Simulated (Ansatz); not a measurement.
## Down a group: atomization energies of O–CH2, H2Ge–O

Ansatz 0.2.0, basis cc-pVTZ; geometries are PBE0/def2-TZVP minima. Wave-function levels freeze the cores with the filled d shells of p-block atoms; HF, MP2 and coupled cluster are restricted for singlets and unrestricted otherwise, atoms included, restricted open-shell where a d shell is frozen. The reference is CCSDT(Q) (coupled cluster only where its series has nearly closed). An error is the level's value less the reference. None of these values is a measured one. Energies are electronic, without zero-point terms. No spin–orbit coupling and no scalar relativity. The species are chosen: bound, without strong static correlation by their natural occupations or amplitudes, in their lowest spin state as far as vertical gaps and like structures tell, and with a ladder that closes on the reference, so errors are smaller than for species at large; levels whose determinant breaks symmetry or spin markedly are left out.

```csv
species,bonds (Å),quantity,symmetry of the states,reference,value (kJ/mol),error CCSD,error CCSD(T),error CCSDT
"O–CH2, singlet","C–O 1.195, C–H 1.109, angles at C 116/122°",atomization,A1,CCSDT(Q),1521.6,-30.9,-0.8,-2.4
"H2Ge–O, singlet","O–Ge 1.632, Ge–H 1.542, angles at Ge 113/123°",atomization,A1,CCSDT(Q),1033.2,-36.3,-2.9,-4.0
```

The reference falls from C to Ge, by 488.4 kJ/mol in all.
